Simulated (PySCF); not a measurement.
PySCF input file for ethanethiol (C2H6S), SMILES SCC, PBE0/pcSseg-1. Geometry: ωB97X-D3(BJ)/def2-TZVP. Other conformers were not sampled.

```python
import numpy as np
from pyscf import gto, scf, dft
from pyscf.prop.nmr import rks as nmr

mol = gto.M(
    atom='''
    C    -1.44236915    0.75445550   -0.36088140
    C    -0.49219526   -0.42707962   -0.48983504
    S     1.02218082   -0.25169403    0.49120961
    H    -2.35511063    0.57868353   -0.93803258
    H    -0.97690246    1.66981120   -0.73518303
    H    -1.71525159    0.91874353    0.68330140
    H    -0.95768197   -1.34029339   -0.11174739
    H    -0.22532391   -0.61069867   -1.53194988
    H     1.48276393    0.84660298   -0.12144356
    ''',
    basis='pcSseg-1',
    charge=0,
    spin=0,
    max_memory=1600,
    verbose=3,
)
mf = dft.RKS(mol, xc='pbe0')
mf.grids.level = 3
mf.conv_tol = 1e-10
mf.max_cycle = 100
mf.kernel()
n = nmr.NMR(mf)
n.verbose = 2
n.max_cycle_cphf = 60
sigma = n.kernel()
print('atom   isotropic/ppm   span/ppm')
for i, s in enumerate(sigma):
    w = np.linalg.eigvalsh((s + s.T) / 2)
    print(f'{mol.atom_symbol(i):2s}{i + 1:3d} {w.mean():14.3f} {w[2] - w[0]:11.3f}')
```

Output:

```
converged SCF energy = -477.744341648725
atom   isotropic/ppm   span/ppm
C   1        162.584      41.948
C   2        160.958      29.127
S   3        573.369     368.766
H   4         30.092      12.522
H   5         30.622       9.075
H   6         30.170       8.820
H   7         29.615      12.493
H   8         28.917      13.438
H   9         30.166      15.442
```

The calculation finished and met its thresholds.

Cost: about 6 core-seconds (a rough figure).
